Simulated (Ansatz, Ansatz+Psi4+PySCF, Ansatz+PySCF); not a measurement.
```yaml
atoms:
  - { symbol: C, position_ang: [0.0000, 0.0000, -0.7812] }
  - { symbol: C, position_ang: [0.0000, 0.0000, 0.7812] }
  - { symbol: H, position_ang: [0.0000, -1.0071, -1.4068] }
  - { symbol: H, position_ang: [0.0000, 1.0071, -1.4068] }
  - { symbol: H, position_ang: [-1.0071, 0.0000, 1.4068] }
  - { symbol: H, position_ang: [1.0071, 0.0000, 1.4068] }
```

Basis set: cc-pVTZ (spherical functions). Frozen core: 2 orbitals. Charge 0, multiplicity 3.

Computed with Ansatz (development build ahead of 0.2.0); each method stands on the lowest determinant of its kind that the runs found.

The atomization energy at this shape (free ground-state atoms in the same class of orbitals less the molecule, no zero-point energy) of triplet C2H4:

```tsv
method	atomization energy
UHF	15.73 eV
```

What does UHF-MP2 give?

20.12 eV. Caution: another spin multiplicity may lie lower; the shape is not the minimum.
